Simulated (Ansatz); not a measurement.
C$_{3}$H$_{5}$FN$_{2}$ (`FC1=CNCN1`). Charge 0, multiplicity 1.

Z-matrix (Å, degrees):
```
C
N 1 1.468
N 1 1.465 2 103.3
H 1 1.107 2 111.4 3 118.6
H 1 1.092 2 111.3 3 -119.6
C 2 1.426 1 104.5 3 -28.1
H 2 1.011 1 111.1 3 -150.2
C 3 1.397 1 103.2 2 27.6
H 3 1.011 1 113.5 2 151.3
H 6 1.077 2 122.2 1 -173.3
F 8 1.322 3 117.5 1 170.1
```

(1) What are the harmonic wavenumbers in cm⁻¹ at PBE0-D4/def2-TZVP (Ansatz, finite differences of forces, unscaled)? (Best estimate.)

(2) Is this a minimum?

(3) Give the ideal-gas thermochemistry at 298.15 K and 1 bar (rigid rotor, harmonic oscillator; point group C1, symmetry number 1).

(4) Rotational constants (cm⁻¹)?

## Answers

(1) Computed: 173, 307, 416, 547, 612, 675, 733, 754, 916, 971, 1016, 1060, 1122, 1141, 1222, 1246, 1324, 1373, 1429, 1480, 1533, 1787, 2901, 3085, 3290, 3562, 3567.

(2) Yes, all 27 modes are real.

(3) Zero-point energy 228.7 kJ/mol; H(298) − E = 244.5 kJ/mol; entropy 303.4 J/(mol·K), of which translation 164.7, rotation 108.6, vibration 30.0; G(298) − E = 154.1 kJ/mol.

(4) 0.2725, 0.1125, 0.08204.
